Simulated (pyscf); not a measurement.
PySCF, gas phase, ωB97X-D3(BJ)/def2-SVP geometries.

Task: PBE/def2-TZVP puts the barrier of H₂C=SiH₂ (SMILES C=[SiH2]) + H• (SMILES [H]) -> [H₂C=SiH]• (SMILES C=[SiH]) + H₂ (SMILES [H][H]) (hydrogen abstraction; doublet surface; H–Si broken, H–H formed) at 1.3 kJ/mol and the reaction energy at -59.9 kJ/mol, from the separated reactants. What do PBE0-D3(BJ)/def2-TZVP, M06-2X/def2-TZVP, ωB97M-D3(BJ)/def2-TZVP give on the same structures?

Result: PBE0-D3(BJ): ΔE‡ = 8.4 kJ/mol, ΔE = -53.6 kJ/mol; M06-2X: ΔE‡ = 23.2 kJ/mol, ΔE = -64.7 kJ/mol; ωB97M-D3(BJ): ΔE‡ = 20.9 kJ/mol, ΔE = -49.7 kJ/mol. PBE's barrier lies under all of them, by 7.1 to 21.9 kJ/mol. Its reaction energy lies among theirs. One saddle was located; it need not be the lowest between these sides. The angle at the transferred H is 177°.
